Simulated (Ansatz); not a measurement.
Reaction: CH6Ge (methylgermane, SMILES [CH3][GeH3]) → GeH3 (SMILES [GeH3], doublet) + CH3 (SMILES [CH3], doublet) (the C-Ge bond breaks)
Each species at its own B3LYP-D3(BJ)/def2-TZVP minimum (Ansatz, a program for electronic structure).

Total energies in hartree (Ansatz). Radicals and triplets start from unrestricted determinants; spin-orbit coupling is neglected. Cores are frozen in correlated methods (noble-gas shells, and filled d and f shells in the p block). No relativity.

```tsv
species	HF/cc-pVTZ	CCSD(T)/cc-pVTZ	HF/cc-pVQZ	CCSD(T)/cc-pVQZ	CCSDT(Q)/cc-pVTZ
1: CH6Ge (SMILES [GeH3][CH3])	-2116.77560	-2117.13856	-2116.78215	-2117.16193	-2117.13982
2: GeH3 (SMILES [GeH3], doublet)	-2077.10825	-2077.24865	-2077.11207	-2077.25871	-2077.24943
3: CH3 (SMILES [CH3], doublet)	-39.57748	-39.76098	-39.58026	-39.77245	-39.76156
```

**Question.** Work out the bond dissociation energy (electronic) in kcal/mol: take Hartree-Fock from cc-pVQZ, extrapolate the CCSD(T) correlation energy as X^-3 (X = 3, 4), and add CCSDT(Q) - CCSD(T) in cc-pVTZ. 1 hartree = 627.51 kcal/mol.

**Answer.** 
Species 1: correlation (64·(-0.37978) - 27·(-0.36296))/37 = -0.39205; step -0.00126; E1 = -2116.78215 + (-0.39205) + (-0.00126) = -2117.17546
Species 2: correlation (64·(-0.14664) - 27·(-0.14040))/37 = -0.15119; step -0.00078; E2 = -2077.11207 + (-0.15119) + (-0.00078) = -2077.26404
Species 3: correlation (64·(-0.19219) - 27·(-0.18350))/37 = -0.19853; step -0.00058; E3 = -39.58026 + (-0.19853) + (-0.00058) = -39.77937
-1·E1 +1·E2 +1·E3 = 0.13205 hartree = 82.9 kcal/mol.
